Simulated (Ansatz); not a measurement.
Mulliken charges of `NCS` from B3LYP/def2-TZVPP in Ansatz (PBE0-D4/def2-TZVP geometry).

| atom | x (Å) | y (Å) | z (Å) | charge (e) |
| --- | --- | --- | --- | --- |
| N1 | -0.780 | 0.805 | -0.107 | -0.298 |
| C2 | 0.494 | 0.139 | 0.035 | -0.088 |
| S3 | 0.452 | -1.196 | 1.258 | -0.171 |
| H4 | -0.699 | 1.590 | -0.743 | 0.125 |
| H5 | -1.479 | 0.174 | -0.479 | 0.121 |
| H6 | 1.220 | 0.853 | 0.429 | 0.116 |
| H7 | 0.915 | -0.279 | -0.888 | 0.108 |
| H8 | -0.031 | -2.144 | 0.440 | 0.087 |

By hand: the dipole of these point charges (1 e Å = 4.8032 D).

Σ q r = (0.083, 0.054, -0.345) e Å, of length 0.359 e Å = 1.72 D.

How does the dipole of the full density compare? (An estimate is asked.)

Computed: (-0.006, 0.053, -0.522) e Å, 2.52 D; the point charges give 0.68 times that, at 14° from its direction.

Point charges leave out the atoms' own dipoles, such as those of lone pairs, and Mulliken's split depends on the basis, so the two needn't agree.

B3LYP here is the variant with VWN-RPA as its local correlation; programs differ in this.
